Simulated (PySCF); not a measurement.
Several species in one continuum solvent.

All values: PBE0/pcSseg-1 (PySCF, non-relativistic), each on one gas-phase PBE0-D3(BJ)/def2-SVP geometry that isn't relaxed in the solvent. The solvent is an IEF-PCM continuum (cavity from Bondi-type radii × 1.2). Only the electrostatic response of the medium enters.

**Question.** Order them by E(solvent) − E(gas) in acetonitrile (ε = 35.69), most negative first (kJ/mol).
A. `[CH2:1]=[C:2]1[CH:3]=[C:4]([C:5]([F:6])([F:7])[F:8])/[C:9]1=[CH:10]\[O:11][CH3:12]` with C9–C10–O11–C12 176°
B. `FC1=C[C@](F)(C(F)(F)F)OC1`
C. `c1ccc[nH]1`

**Answer.** A (-25.6), C (-24.4), B (-20.9).

```csv
SMILES,charge,ΔE (kJ/mol),polarisation term (kJ/mol),HOMO shift (eV),dipole gas (D),dipole solvent (D),atoms
C=C1C=C(C(F)(F)F)/C1=C\OC,0,-25.6,-30.0,+0.02,3.48,4.45,19
c1cc[nH]c1,0,-24.4,-28.0,-0.15,1.99,2.68,10
FC1=C[C@](F)(C(F)(F)F)OC1,0,-20.9,-23.7,+0.31,2.82,3.49,14
```

The polarisation term is half the interaction of the solute with the induced surface charges.
